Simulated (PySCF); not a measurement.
Two species compared at the same levels of theory.

First species: C₆H₈S₂.
Z-matrix (Å and degrees, GFN2-xTB geometry), rows numbered from 1:
```
C 
C   1  1.3255
C   2  1.4977  1  124.48
C   3  1.5297  2  111.00  1   121.35
C   4  1.4937  3  113.34  2    56.44
S   5  1.6255  4  121.93  3  -172.97
C   5  1.4819  4  116.85  3     5.74
S   2  1.7704  1  120.04  3   179.25
H   1  1.0759  2  121.18  3     0.94
H   1  1.0750  2  121.63  3  -179.74
H   3  1.0940  2  109.65  1  -117.04
H   3  1.0912  2  109.03  1     0.62
H   4  1.0948  3  110.00  2   178.24
H   4  1.0945  3  109.85  2   -65.09
H   7  1.0885  5  111.70  4  -176.29
H   7  1.0928  5  112.11  4    60.03
```

Second species: CH₂O₂.
Bonds: O1–C2 (double), C2–O3. Hydrogens: H4 on C2; H5 on O3.

Levels: PBE0/def2-SVPD for HOMO energy, LUMO energy, HOMO–LUMO gap and static isotropic polarisability; TDDFT PBE0/def2-SVPD for lowest singlet excitation; TDA PBE0/def2-SVPD for lowest triplet excitation (Tamm–Dancoff). Geometries: GFN2-xTB. Each structure is a single optimised conformer of the isolated species, non-relativistic unless stated; the electronic structure was computed with PySCF and density fitting.

The conformers computed, where there is a choice (atom-mapped SMILES and torsion angles):
- `[O:1]=[CH:2][OH:3]`: H–O3–C2–O1 0°

The conformers of `C=C1CCC(=S)CS1` aren't listed.

```csv
property,column X,column Y
HOMO energy,-8.64 eV,-6.34 eV
LUMO energy,-0.23 eV,-2.35 eV
HOMO–LUMO gap,8.41 eV,3.99 eV
lowest singlet excitation,5.93 eV,2.43 eV
lowest triplet excitation (Tamm–Dancoff),5.33 eV,1.96 eV
static isotropic polarisability,21.9 au,113.5 au
```

(1) Which column belongs to which species?

(2) How does each property change from the first species to the second?

Results:

(1) Column X is the second species and column Y the first. The first has 16 atoms and 76 electrons, the second 5 and 24.

(2) HOMO energy -2.30 eV; LUMO energy +2.12 eV; HOMO–LUMO gap +4.42 eV; lowest singlet excitation +3.50 eV; lowest triplet excitation (Tamm–Dancoff) +3.37 eV; static isotropic polarisability -91.6 au.

On the first: 2 of the 8 computed singlets lie in the visible range (750 to 380 nm, 1.65 to 3.26 eV), with an oscillator strength of 0.014 in sum. The polarisability is 16.82 Å³ as a volume (1 au = 0.148185 Å³), or 1.49 au for each of the 76 electrons.

On the second: The polarisability is 3.25 Å³ as a volume (1 au = 0.148185 Å³), or 0.91 au for each of the 24 electrons. S1 lies 2.48 eV below the HOMO–LUMO gap; its leading configuration is HOMO→LUMO, weight 0.99.
